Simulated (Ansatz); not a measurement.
`C=CCOCF`. Total charge 0; spin multiplicity 1.

```xyz
13

C    -1.8874   -1.2783    0.9448
C    -0.7326   -1.2214    0.3002
C    -0.1901    0.0132   -0.3250
O     1.1396    0.2148    0.1398
C     1.7391    1.3305   -0.3637
F     2.0352    1.1813   -1.7071
H    -2.2634   -2.2085    1.3540
H    -2.5041   -0.3954    1.0817
H    -0.1237   -2.1139    0.1811
H    -0.1779   -0.0909   -1.4170
H    -0.8107    0.8831   -0.0710
H     1.0951    2.2176   -0.2882
H     2.6807    1.4680    0.1704
```

Question: Give the diagnostics of a CCSD(T)/def2-TZVPP run (frozen core, Ansatz). (An estimate is asked.)

Answer: The calculation gave: T1 = 0.0115, largest single amplitude 0.013, largest double 0.098, (T) share of the correlation energy 3.7 %, 9 CCSD cycles. The RHF solution is stable towards an unrestricted one. T1 lies under the customary mark of 0.02 for closed shells.
